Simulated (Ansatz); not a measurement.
## A convergence study on BF (SMILES [B]F)

BF: 2 atoms, total charge 0, spin state singlet. As SMILES, `[B]F`. Geometry: relaxed at PBE0-D4/def2-TZVP.

| atom | x (Å) | y (Å) | z (Å) |
| --- | --- | --- | --- |
| B | 0.0000 | 0.0000 | -0.0094 |
| F | 0.0000 | 0.0000 | 1.2537 |

Program: Ansatz 0.2.0. Method: MP2. Swept: basis set. Watched: the electronic atomisation energy. Each run: energy, 2 core orbitals frozen. Hardware: 1 thread of Arm Neoverse V1, shared host.

The last row is the best point of the sweep, not the limit.

| basis set | basis functions | value (eV) | from the best (eV) | wall time |
| --- | --- | --- | --- | --- |
| aug-cc-pVDZ | 46 | 7.5205 | -0.7225 | 0.49 s |
| aug-cc-pVTZ | 92 | 8.0987 | -0.1443 | 1 s |
| aug-cc-pVQZ | 160 | 8.2133 | -0.0297 | 4.4 s |
| aug-cc-pV5Z | 254 | 8.2430 | 0.0000 | 20 s |

(1) Which is the coarsest setting good to 0.05 eV?

## Answers

(1) aug-cc-pVQZ: it is 0.0297 eV off and takes 4.4 s, against 20 s for aug-cc-pV5Z.
